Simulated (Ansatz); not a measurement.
`CCCCC` + HCl → `CCCCl` + `CC`  (substitution at a C–C bond)

Gas-phase electronic energies from Ansatz, PBE0-D4/def2-TZVP geometries. CCSD(T)/CBS adds triple-zeta CCSD(T) − MP2 to the extrapolated MP2 energy (def2 sets, frozen cores). This one scheme is used for every species. Functionals use def2-TZVPP. B3LYP here is the variant with VWN-RPA as its local correlation; programs differ in this. HSE06 is defined as in plane-wave codes. Each species was taken in one conformer, which may not be the lowest.

(1) Is it downhill or uphill in electronic energy at CCSD(T)/CBS, and by how much? (An estimate is asked.)

(2) What do these levels give: B3LYP-D4, PBE, BLYP, r2SCAN0, HSE06, MP2/def2-TZVPP? (Estimate.)

Largest T1 diagnostic among the species: 0.008.

## Answers

(1) Computed: Uphill: ΔE = +14.7 kJ/mol.

(2) Ansatz gave: B3LYP-D4 7.7, PBE 4.8, BLYP -0.9, r2SCAN0 10.0, HSE06 8.1, MP2/def2-TZVPP 16.6 kJ/mol.

From PBE to PBE0 (25 % exact exchange), in def2-TZVPP and without D4, ΔE moves by +3.4 kJ/mol. In def2-TZVPP, CCSD(T) changes the Hartree–Fock value by +11.6 kJ/mol (the triples alone add −0.3 kJ/mol) and MP2 by +11.2 kJ/mol.
